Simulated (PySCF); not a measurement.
Basis-set dependence of SF⁻ at HF

PySCF, RHF reference; singlet, unpaired electrons none; De to S + F⁻ without counterpoise correction.

```tsv
basis	relativity	functions	Re (Å)	ωe (cm⁻¹)	De (eV)	μ (D)
def2-SVPD	no relativity	50	1.719	690	n/a	0.85
aug-cc-pV(D+d)Z/aug-cc-pVDZ	no relativity	55	1.716	699	n/a	0.89
def2-TZVPPD	no relativity	91	1.680	710	n/a	1.18
```

Q: How does each smaller set differ from the one with most functions, def2-TZVPPD?

A: def2-SVPD: +3.9 pm, -2.8 % in ωe; aug-cc-pV(D+d)Z/aug-cc-pVDZ: +3.6 pm, -1.5 % in ωe. All at HF; the set with most functions is neither the basis-set limit nor always the best.

A positive dipole points towards F; it is taken about the centre of mass and depends on that origin. Hartree–Fock leaves out correlation, which carries a large part of most bond energies and some tenths to 1 eV of ionisation energies.
